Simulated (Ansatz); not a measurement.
# Which is lower?

Two relaxed structures of Si₂NH₆ (charge -1), singlet (PBE0-D4/def2-TZVPD; forces vanish, vibrations not checked).

A:

```xyz
9
angstrom
Si 0.4838 1.1452 -0.2797
N -1.2479 0.9585 -0.7994
Si 0.6557 -0.8002 1.0673
H -1.4874 0.1631 -1.3777
H -1.6251 1.7907 -1.2299
H 1.2636 0.4258 -1.4125
H 2.0921 -1.1608 1.3657
H 0.0796 -2.1165 0.5755
H 0.0437 -0.7012 2.4447
```

B:

Si1  (-1.205, 0.757, -0.694)
N2  (0.356, 0.485, -0.111)
Si3  (0.850, -0.958, 0.915)
H4  (-1.753, -0.303, -1.608)
H5  (-1.276, 2.036, -1.496)
H6  (1.115, 1.016, -0.502)
H7  (-2.224, 0.889, 0.394)
H8  (-0.023, -2.030, 0.217)
H9  (-0.176, -0.770, 2.054)
(Å)

Program: Ansatz 0.2.0. Basis: def2-TZVPPD. Cores are frozen in the correlated methods. B3LYP uses VWN-RPA correlation.

Problem. Which structure is lower at CCSD(T), and by how much? (Judge from chemistry; the value comes from the calculation.)

Solution. The calculation gives: B, by 9.02 kcal/mol (electronic energy, against the other). By their contacts, A is Si₂NH₆ ([NH2][SiH][SiH3]), total charge -1 and B is Si₂NH₆ ([SiH2][NH][SiH3]), total charge -1.

All methods give the same order:

```csv
method,E(B) − E(A) (kcal/mol)
PBE-D4,-4.56
r2SCAN-D4,-7.85
PBE0-D4,-6.20
B3LYP-D4,-9.16
wB97M-V,-9.68
HF,-13.56
MP2,-10.37
CCSD,-9.73
CCSD(T),-9.02
```

No T1 diagnostic of these runs exceeds 0.015.

Labels in which every atom is bracketed show which atoms are joined, not bond orders.

For scale, one of the runs: CCSD(T)/def2-TZVPPD, 235 basis functions, launched by `ansatz run in.yaml --threads 2 --pin off --events-out ev --progress --plain --max-ram 4352MiB`. Time: 100 s of wall clock on 2 CPU threads of an Arm Neoverse V1; the host was shared. Peak host memory: 3.8 GiB.
